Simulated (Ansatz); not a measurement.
We consider rutile SnO2, described by LDA (PAW; Ansatz, an electronic-structure program).

Numerical settings: plane-wave cutoff 520 eV, 8×8×8 k mesh, perturbation theory, force constants from a 4×4×4 q mesh, scalar-relativistic PAW data made under PBE.

Question: Estimate the zero-point energy that the calculation returns.

Answer: 
zero-point energy: 0.070 eV/atom

Spin–orbit coupling is not included.

Computing time: around 3 core-hours (rough).
